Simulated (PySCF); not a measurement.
Thiirane, C2H4S.
Bonds: C1–C2, C2–S3, C1–S3. Hydrogens: H4, H5 on C1; H6, H7 on C2.

The closed-shell ground state was solved at several levels (PySCF, density fitting, gas phase, non-relativistic). Isolated species at its PBE0-D3(BJ)/def2-TZVP geometry, gas phase.

| level | basis functions | total energy (Eh) | HOMO (eV) | LUMO (eV) | gap (eV) | dipole (D) |
| --- | --- | --- | --- | --- | --- | --- |
| wB97X-D/aug-cc-pVTZ | 234 | -476.8014 | -8.46 | 0.89 | 9.35 | 1.94 |
| KT3/pcSseg-2 | 171 | -480.9570 | -5.42 | -0.87 | 4.55 | 1.93 |
| PBE0/aug-cc-pVTZ | 234 | -476.5965 | -6.59 | -0.05 | 6.54 | 1.91 |
| CAM-B3LYP/aug-cc-pVTZ | 234 | -476.7917 | -7.94 | 0.29 | 8.23 | 1.90 |
| wB97X-D/pcSseg-2 | 171 | -476.8071 | -8.45 | 1.92 | 10.37 | 2.02 |
| B97-2/pcSseg-2 | 171 | -476.8378 | -6.33 | 0.09 | 6.42 | 1.99 |

(1) What might PBE0/pcSseg-2 (171 basis functions) give for the same quantities?

(2) Over all these levels, which gives the widest orbital gap and which the narrowest?

(3) In the pcSseg-2 basis, how does the gap go with the fixed share of exact exchange?

(4) How far do the dipole and the HOMO energy spread over the levels?

Results:

(1) Total energy -476.6003 Eh, HOMO -6.57 eV, LUMO 0.13 eV, gap 6.70 eV, dipole 1.99 D.

(2) wB97X-D/pcSseg-2 (range-separated hybrid) has the widest, 10.37 eV, and KT3/pcSseg-2 (GGA) the narrowest, 4.55 eV. The two share the basis. From the narrowest to the widest the HOMO moves by -3.03 eV and the LUMO by +2.79 eV.

(3) KT3 (0 %) 4.55 eV; B97-2 (21 %) 6.42 eV; PBE0 (25 %) 6.70 eV. Each rise in the share widens the gap here.

(4) The dipole runs from 1.90 to 2.02 D (mean 1.95 D) and the HOMO from -8.46 to -5.42 eV.

wB97X-D is run here without its empirical dispersion term; that term would change no orbital, density or response property at a fixed geometry.
